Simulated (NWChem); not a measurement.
System: water (H$_{2}$O); SMILES O

Here is an NWChem input.

```
start job
memory heap 200 mb stack 900 mb global 1100 mb
geometry units angstroms noautoz
  O      0.000000     0.000000     0.123617
  H      0.761567     0.000000    -0.460140
  H     -0.761567     0.000000    -0.460140
end
basis spherical
  * library def2-tzvp
end
dft
  xc pbe0
  iterations 150
  convergence energy 1d-9 density 1d-8 gradient 1d-7
  tolerances tight
end
task dft gradient
```

Excerpt of the output:

```
             Northwest Computational Chemistry Package (NWChem) 7.3.0
             --------------------------------------------------------

 C2V symmetry detected

                             Geometry "geometry" -> ""
                             -------------------------

 Output coordinates in angstroms (scale by  1.889725989 to convert to a.u.)

  No.       Tag          Charge          X              Y              Z
 ---- ---------------- ---------- -------------- -------------- --------------
    1 O                    8.0000     0.00000000     0.00000000     0.11675140
    2 H                    1.0000     0.76156700     0.00000000    -0.46700560
    3 H                    1.0000    -0.76156700     0.00000000    -0.46700560

 Effective nuclear repulsion energy (a.u.)       9.1710861370

      Symmetry information
      --------------------

 Group name             C2v
 Group number             16
 Group order               4
 No. of unique centers     2

                                 NWChem DFT Module
                                 -----------------

 Summary of "ao basis" -> "ao basis" (spherical)
 ------------------------------------------------------------------------------
       Tag                 Description            Shells   Functions and Types
 ---------------- ------------------------------  ------  ---------------------
 O                         def2-tzvp                11       31   5s3p2d1f
 H                         def2-tzvp                 4        6   3s1p

      Symmetry analysis of basis
      --------------------------

        a1         19
        a2          4
        b1         12
        b2          8

  itol2e modified to match energy
  convergence criterion.
  tol_rho modified to match energy
  convergence criterion.

            General Information
            -------------------
          SCF calculation type: DFT
          Wavefunction type:  closed shell.
          No. of atoms     :     3
          No. of electrons :    10
           Alpha electrons :     5
            Beta electrons :     5
          Charge           :     0
          Spin multiplicity:     1
          Use of symmetry is: on ; symmetry adaption is: on
          Maximum number of iterations: 150
          AO basis - number of functions:    43
                     number of shells:    19
          Convergence on energy requested:  1.00D-09
          Convergence on density requested:  1.00D-08
          Convergence on gradient requested:  1.00D-07

              XC Information
              --------------
                         PBE0 Method XC Functional
                     Hartree-Fock (Exact) Exchange  0.250
          PerdewBurkeErnzerhof Exchange Functional  0.750
            Perdew 1991 LDA Correlation Functional  1.000 local
           PerdewBurkeErnz. Correlation Functional  1.000 non-local

             Grid Information
             ----------------
          Grid used for XC integration:  medium
          Radial quadrature: Mura-Knowles
          Angular quadrature: Lebedev.
          Tag              B.-S. Rad. Rad. Pts. Rad. Cut. Ang. Pts.
          ---              ---------- --------- --------- ---------
          O                   0.60       49           6.0       434
          H                   0.35       45           7.0       434
          Grid pruning is: on
          Number of quadrature shells:    94
          Spatial weights used:  Erf1

      Superposition of Atomic Density Guess
      -------------------------------------

 Sum of atomic energies:         -75.78392565

      Non-variational initial energy
      ------------------------------

 Total energy =     -75.943842
 1-e energy   =    -121.713524
 2-e energy   =      36.598596
 HOMO         =      -0.479065
 LUMO         =       0.060163

      Symmetry analysis of molecular orbitals - initial
      -------------------------------------------------

  Numbering of irreducible representations:

     1 a1          2 a2          3 b1          4 b2

  Orbital symmetries:

     1 a1          2 a1          3 b1          4 a1          5 b2
     6 a1          7 b1          8 b1          9 a1         10 b2
    11 a1         12 b1         13 a1         14 a1         15 a2

   convergence    iter        energy       DeltaE   RMS-Dens  Diis-err
 ---------------- ----- ----------------- --------- --------- ---------
 d= 0,ls=0.0,diis     1    -76.3389961712 -8.55D+01  1.24D-02  4.07D-01
 d= 0,ls=0.0,diis     2    -76.3298362800  9.16D-03  6.50D-03  5.55D-01
 d= 0,ls=0.0,diis     3    -76.3764504173 -4.66D-02  7.73D-04  1.12D-02
 d= 0,ls=0.0,diis     4    -76.3773181344 -8.68D-04  8.50D-05  1.53D-04
 d= 0,ls=0.0,diis     5    -76.3773304017 -1.23D-05  8.69D-06  4.52D-07
 d= 0,ls=0.0,diis     6    -76.3773304484 -4.67D-08  1.12D-06  5.19D-09
 d= 0,ls=0.0,diis     7    -76.3773304491 -7.05D-10  8.18D-08  9.43D-12
 d= 0,ls=0.0,diis     8    -76.3773304492 -2.69D-12  9.87D-09  6.05D-13

         Total DFT energy =      -76.377330449150
      One electron energy =     -123.056502010276
           Coulomb energy =       46.766667973154
    Exchange-Corr. energy =       -9.258582549011
 Nuclear repulsion energy =        9.171086136983

 Numeric. integr. density =        9.999999984771

                  Occupations of the irreducible representations
                  ----------------------------------------------

                     irrep           alpha         beta
                     --------     --------     --------
                     a1                3.0          3.0
                     a2                0.0          0.0
                     b1                1.0          1.0
                     b2                1.0          1.0

                       DFT Final Molecular Orbital Analysis
                       ------------------------------------

 Vector    3  Occ=2.000000D+00  E=-5.468515D-01  Symmetry=b1
              MO Center= -8.5D-15,  3.4D-16, -9.7D-02, r^2= 7.7D-01
   Bfn.  Coefficient  Atom+Function         Bfn.  Coefficient  Atom+Function
  ----- ------------  ---------------      ----- ------------  ---------------
     6      0.380851  1 O  px                 9      0.304792  1 O  px
    33      0.185454  2 H  s                 39     -0.185454  3 H  s
    32      0.146771  2 H  s                 38     -0.146771  3 H  s
    12      0.120142  1 O  px                34      0.061619  2 H  s
    40     -0.061619  3 H  s                 23      0.026747  1 O  d  1

 Vector    4  Occ=2.000000D+00  E=-4.023424D-01  Symmetry=a1
              MO Center=  4.1D-16, -6.8D-31,  1.9D-01, r^2= 7.1D-01
   Bfn.  Coefficient  Atom+Function         Bfn.  Coefficient  Atom+Function
  ----- ------------  ---------------      ----- ------------  ---------------
     8      0.412883  1 O  pz                11      0.330425  1 O  pz
    14      0.233417  1 O  pz                 5      0.217900  1 O  s
     4      0.198718  1 O  s                  3      0.135858  1 O  s
    33     -0.122677  2 H  s                 39     -0.122677  3 H  s
     2     -0.087402  1 O  s                 32     -0.086057  2 H  s

 Vector    5  Occ=2.000000D+00  E=-3.268394D-01  Symmetry=b2
              MO Center= -3.8D-16, -2.4D-16,  8.6D-02, r^2= 6.7D-01
   Bfn.  Coefficient  Atom+Function         Bfn.  Coefficient  Atom+Function
  ----- ------------  ---------------      ----- ------------  ---------------
     7      0.471241  1 O  py                10      0.393102  1 O  py
    13      0.331695  1 O  py                21     -0.027141  1 O  d -1
    36      0.025998  2 H  py                42      0.025998  3 H  py

 Vector    6  Occ=0.000000D+00  E= 3.147610D-02  Symmetry=a1
              MO Center=  4.6D-16,  3.9D-16, -6.8D-01, r^2= 3.5D+00
   Bfn.  Coefficient  Atom+Function         Bfn.  Coefficient  Atom+Function
  ----- ------------  ---------------      ----- ------------  ---------------
     5      1.185414  1 O  s                 34     -0.946576  2 H  s
    40     -0.946576  3 H  s                 14     -0.331631  1 O  pz
     3      0.191153  1 O  s                  8     -0.155589  1 O  pz
    11     -0.111530  1 O  pz                33     -0.085212  2 H  s
    39     -0.085212  3 H  s                  2     -0.083518  1 O  s

 Vector    7  Occ=0.000000D+00  E= 1.065295D-01  Symmetry=b1
              MO Center= -1.6D-16,  4.7D-31, -7.0D-01, r^2= 4.0D+00
   Bfn.  Coefficient  Atom+Function         Bfn.  Coefficient  Atom+Function
  ----- ------------  ---------------      ----- ------------  ---------------
    34      1.658615  2 H  s                 40     -1.658615  3 H  s
    12     -0.692517  1 O  px                 6     -0.246315  1 O  px
     9     -0.111102  1 O  px                35      0.035771  2 H  px
    41      0.035771  3 H  px                37     -0.033222  2 H  pz
    43      0.033222  3 H  pz                32      0.032811  2 H  s

 Vector    8  Occ=0.000000D+00  E= 3.742651D-01  Symmetry=b1
              MO Center=  2.0D-14, -2.5D-17,  1.1D-01, r^2= 2.5D+00
   Bfn.  Coefficient  Atom+Function         Bfn.  Coefficient  Atom+Function
  ----- ------------  ---------------      ----- ------------  ---------------
    33      1.473794  2 H  s                 39     -1.473794  3 H  s
    12     -1.207284  1 O  px                34     -0.532340  2 H  s
    40      0.532340  3 H  s                  9     -0.371376  1 O  px
    23     -0.128749  1 O  d  1              32      0.122323  2 H  s
    38     -0.122323  3 H  s                  6     -0.117058  1 O  px

     Multipole analysis of the density
     ---------------------------------

     L   x y z        total         alpha         beta         nuclear
     -   - - -        -----         -----         ----         -------
     0   0 0 0     -0.000000     -5.000000     -5.000000     10.000000

     1   1 0 0      0.000000      0.000000      0.000000      0.000000
     1   0 1 0     -0.000000     -0.000000     -0.000000      0.000000
     1   0 0 1     -0.813535     -0.406767     -0.406767      0.000000

     2   2 0 0     -3.193921     -3.668122     -3.668122      4.142322
     2   1 1 0     -0.000000     -0.000000     -0.000000      0.000000
     2   1 0 1     -0.000000     -0.000000     -0.000000      0.000000
     2   0 2 0     -5.602504     -2.801252     -2.801252      0.000000
     2   0 1 1      0.000000      0.000000      0.000000      0.000000
     2   0 0 2     -4.662086     -3.304579     -3.304579      1.947071

  itol2e modified to match energy
  convergence criterion.

            General Information
            -------------------
          SCF calculation type: DFT
          Wavefunction type:  closed shell.
          No. of atoms     :     3
          No. of electrons :    10
           Alpha electrons :     5
            Beta electrons :     5
          Charge           :     0
          Spin multiplicity:     1
          Use of symmetry is: on ; symmetry adaption is: on
          Maximum number of iterations: 150
          AO basis - number of functions:    43
                     number of shells:    19
          Convergence on energy requested:  1.00D-09
          Convergence on density requested:  1.00D-08
          Convergence on gradient requested:  1.00D-07

              XC Information
              --------------
                         PBE0 Method XC Functional
                     Hartree-Fock (Exact) Exchange  0.250
          PerdewBurkeErnzerhof Exchange Functional  0.750
            Perdew 1991 LDA Correlation Functional  1.000 local
           PerdewBurkeErnz. Correlation Functional  1.000 non-local

             Grid Information
             ----------------
          Grid used for XC integration:  medium
          Radial quadrature: Mura-Knowles
          Angular quadrature: Lebedev.
          Tag              B.-S. Rad. Rad. Pts. Rad. Cut. Ang. Pts.
          ---              ---------- --------- --------- ---------
          O                   0.60       49           6.0       434
          H                   0.35       45           7.0       434
          Grid pruning is: on
          Number of quadrature shells:    94
          Spatial weights used:  Erf1

          Convergence Information
          -----------------------
          Convergence aids based upon iterative change in
          total energy or number of iterations.
          Levelshifting, if invoked, occurs when the
          HOMO/LUMO gap drops below (HL_TOL):  1.00D-02
          DIIS, if invoked, will attempt to extrapolate
          using up to (NFOCK): 10 stored Fock matrices.

                    Damping( 0%)  Levelshifting(0.5)       DIIS
                  --------------- ------------------- ---------------
          dE  on:    start            ASAP                start
          dE off:    2 iters        150 iters           150 iters

                            NWChem DFT Gradient Module
                            --------------------------

  charge          =   0.00
  wavefunction    = closed shell

  Using symmetry

                         DFT ENERGY GRADIENTS

    atom               coordinates                        gradient
                 x          y          z           x          y          z
   1 O       0.000000   0.000000   0.220628    0.000000   0.000000   0.000002
   2 H       1.439153   0.000000  -0.882513   -0.000001   0.000000  -0.000001
   3 H      -1.439153   0.000000  -0.882513    0.000001   0.000000  -0.000001
```

Level: PBE0/def2-TZVP. Geometry: optimised at PBE0-D3(BJ)/def2-TZVP.
